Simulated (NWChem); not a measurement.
## Atomisation of thiophene (C4H4S)

SMILES: c1ccsc1
```xyz
9

C     -0.7152     0.0000    -1.2803
C      0.7152     0.0000    -1.2803
C      1.2453     0.0000    -0.0040
S      0.0000     0.0000     1.1997
C     -1.2453     0.0000    -0.0040
H     -1.3329     0.0000    -2.1893
H      1.3329     0.0000    -2.1893
H      2.2998     0.0000     0.2982
H     -2.2998     0.0000     0.2982
```
Charge 0, spin multiplicity 1.

Everything below was run with NWChem. All single points use one geometry, from PBE/def2-SVP, a minimum by its harmonic frequencies.

Basis set: def2-TZVP. The atomisation energy is electronic alone: no zero-point, thermal, spin-orbit or counterpoise terms. No value is extrapolated to the basis-set limit. Free atoms are single determinants with multiplicities C 3, S 3, H 2. Correlated methods freeze the same cores in atoms and molecule, 9 orbitals in all.

Costs are rough ratios of processor time within this set of runs, SCF included, with HF as 1. Costs are the molecule's.

B3LYP has NWChem's definition, with VWN1-RPA local correlation. GW and range-separated runs recompute their integrals, the others keep them in memory, which bears on the times. The stability of the SCF solutions was not checked. Open-shell Hartree-Fock references start from PBE0 orbitals; any time given for them includes that run.

```csv
method,atomisation energy (kcal/mol),relative cost
TPSS,[?],under 3
LDA (SVWN5),[?],under 3
CAM-B3LYP,956.4,20
LC-wPBE (omega 0.3 per bohr),976.7,20
HF,692.1,1
PBE,996.3,under 3
B3LYP,952.3,under 3
MP2,[?],5
PBE0,[?],under 3
```

### Question
Fill in the missing entries.

### Answer

- TPSS, atomisation energy (kcal/mol): 966.9
- LDA (SVWN5), atomisation energy (kcal/mol): 1120.1
- MP2, atomisation energy (kcal/mol): 957.3
- PBE0, atomisation energy (kcal/mol): 974.2
